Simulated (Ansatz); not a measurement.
Rock-salt ZrC, treated with LDA in Ansatz (PAW).

Run with plane-wave cutoff 520 eV, 20×20×20 k mesh, Fermi–Dirac smearing 0.05 eV, scalar-relativistic PAW data made under PBE.

Computed points:

| V (Å³/atom) | E − E_lowest (meV/atom) | P (GPa) |
|---|---|---|
| 11.750 | 38.48 | 17.30 |
| 12.000 | 16.52 | 10.95 |
| 12.250 | 4.00 | 5.20 |
| 12.500 | 0.00 | 0.01 |
| 12.750 | 3.72 | -4.69 |
| 13.000 | 14.41 | -8.94 |
| 13.250 | 31.42 | -12.79 |

Problem. What bulk modulus B0 and pressure derivative B′ does a third-order Birch–Murnaghan fit give?

Solution. V0 = 12.501 Å³/atom, B0 = 247 GPa, B′ = 4.0 (fit to the energies at full precision).

Measured, for comparison: bulk modulus 223 GPa (temperature not stated, not corrected to a static lattice, from single-crystal elastic constants, our sources range from 208 to 223; as tabulated in arXiv:1102.4063); equilibrium volume per atom 12.95 Å³/atom (temperature not stated, not corrected to a static lattice; as tabulated in Zhang et al. (2018), doi:10.1088/1367-2630/aac7f0). Computed (rounded) less measured: bulk modulus +11 % (+11 % to +19 % over the range), equilibrium volume per atom -3.5 %.

The computed numbers hold no vibrational or temperature effects.

It cost around 50 core-seconds (rough) of CPU time.

Ansatz is an electronic-structure program.
